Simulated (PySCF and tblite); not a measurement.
Results of a calculation; reference values are marked as such.
C₃H₈O, numbered as in [CH3:1][CH2:2][CH2:3][OH:4].

Geometries GFN2-xTB; weights from PBE0-D3(BJ)/pcSseg-1 (IEF-PCM, chloroform) energies and GFN2-xTB thermal corrections, with symmetry numbers and mirror pairs. Conformers within 3 kcal/mol (GFN2-xTB free energy) were kept, 10 at most. Run with PySCF (density fitting) and tblite.

Rotational constants are equilibrium values for the commonest isotopes; dipoles come from the energy level named and are polarised by its solvent model.

Torsions listed: C1–C2–C3–O4, C2–C3–O4–H4. Of a mirror pair one member is shown.

```json
{"conformer": "1", "shape": "62°, 56°", "symmetry": "C1 (pair)", "weight %": "31.1"}
{"conformer": "2", "shape": "-178°, -58°", "symmetry": "C1 (pair)", "weight %": "22.9"}
{"conformer": "3", "shape": "68°, -58°", "symmetry": "C1 (pair)", "weight %": "21.8"}
{"conformer": "4", "shape": "67°, -179°", "symmetry": "C1 (pair)", "weight %": "16.2"}
{"conformer": "5", "shape": "180°, 180°", "symmetry": "Cs", "weight %": "8.1"}
```

Sets of constants, in random order:

```json
{"set": "P", "A (MHz)": "26654", "B (MHz)": "3830", "C (MHz)": "3573", "abs μa (D)": "0.18", "abs μb (D)": "1.85", "abs μc (D)": "0.01"}
{"set": "Q", "A (MHz)": "26087", "B (MHz)": "3808", "C (MHz)": "3569", "abs μa (D)": "1.41", "abs μb (D)": "0.50", "abs μc (D)": "1.31"}
{"set": "R", "A (MHz)": "14709", "B (MHz)": "5082", "C (MHz)": "4352", "abs μa (D)": "0.78", "abs μb (D)": "1.19", "abs μc (D)": "1.24"}
{"set": "S", "A (MHz)": "14329", "B (MHz)": "5105", "C (MHz)": "4365", "abs μa (D)": "0.84", "abs μb (D)": "1.27", "abs μc (D)": "1.25"}
{"set": "T", "A (MHz)": "14689", "B (MHz)": "4999", "C (MHz)": "4267", "abs μa (D)": "1.86", "abs μb (D)": "0.14", "abs μc (D)": "0.76"}
```

Q: Match each set to its conformer.

A: P is conformer 5, Q is conformer 2, R is conformer 4, S is conformer 1, T is conformer 3.
